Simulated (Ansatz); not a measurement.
in.yaml

```yaml
crystal:
  periodic: [false, false, false]
  atoms:
    - {symbol: Al, position_ang: [0.000000, 0.044773, 1.671222]}
    - {symbol: P, position_ang: [0.000000, -0.094633, -1.398924]}
    - {symbol: H, position_ang: [0.000000, 1.709523, -1.748304]}
basis:
  gaussian: {orbitals: STO-3G}
magnetization: {spin_polarized: false, initial_magnetization: 3}
hamiltonian: {pseudopotentials: {relativity: scalar}}
correlation: {method: fic_mrcisd_q, electrons: outside_noble_gas, active_space: {window: {electrons: 9, orbitals: 6}}}
```

```sh
$ ansatz run in.yaml --threads 1 --pin off --events-out ev --progress --plain --max-ram 2393MiB
```

(1) Roughly how long does this take on 1 thread of Arm Neoverse V1, shared host, and how much host memory?

```
197 factors; integrals over basis functions are off by at most 4.6e-5 eV
mean field evaluation 1: about -15702.3997 eV, gradient 9.7e0 eV
mean field evaluation 2: about -15702.4513 eV, gradient 9.7e0 eV
mean field evaluation 4: about -15705.3689 eV, gradient 9.5e0 eV
mean field evaluation 8: about -15706.4168 eV, gradient 4.4e-1 eV
mean field evaluation 16: about -15706.4193 eV, gradient 4.9e-2 eV
mean field evaluation 32: about -15706.4180 eV, gradient 2.9e-3 eV
mean field evaluation 64: about -15706.4253 eV, gradient 3.0e-1 eV
mean field evaluation 96: about -15706.4196 eV, gradient 7.3e-4 eV
mean field -15706.43313989 eV, -577.2007716881 hartree, gradient 1.1e-6 eV, S^2 3.750000; 12 other end points of the search recorded, 0 dependent functions left out
reference -15706.43313989 eV, -577.2007716881 hartree; 16, 13 occupied and 3, 6 virtual orbitals, 197 factors
state -15706.43331351 eV, -577.2007780688 hartree
contracted CI cycle   1: correlation 0.00000000 eV, 0.0000000000 hartree, residual 6.38e0 eV
contracted CI cycle   2: correlation -1.81994355 eV, -0.0668816919 hartree, residual 1.59e0 eV
contracted CI cycle   3: correlation -1.92959182 eV, -0.0709111913 hartree, residual 4.86e-1 eV
contracted CI cycle   4: correlation -1.93976144 eV, -0.0712849179 hartree, residual 1.41e-1 eV
contracted CI cycle   5: correlation -1.94076429 eV, -0.0713217720 hartree, residual 4.43e-2 eV
contracted CI cycle   6: correlation -1.94085705 eV, -0.0713251811 hartree, residual 1.26e-2 eV
contracted CI cycle   7: correlation -1.94086332 eV, -0.0713254115 hartree, residual 4.49e-3 eV
contracted CI cycle   8: correlation -1.94086472 eV, -0.0713254630 hartree, residual 2.73e-3 eV
contracted CI cycle   9: correlation -1.94086514 eV, -0.0713254782 hartree, residual 1.22e-3 eV
state -15706.43331351 eV, -577.2007780688 hartree; corrected -15708.57875462 eV, -577.2796215753 hartree
Total energy: -15708.57875462 eV, -577.2796215753 hartree
Relativity: scalar
```

Results:

(1) 0.72 s wall and 0.08 GiB.
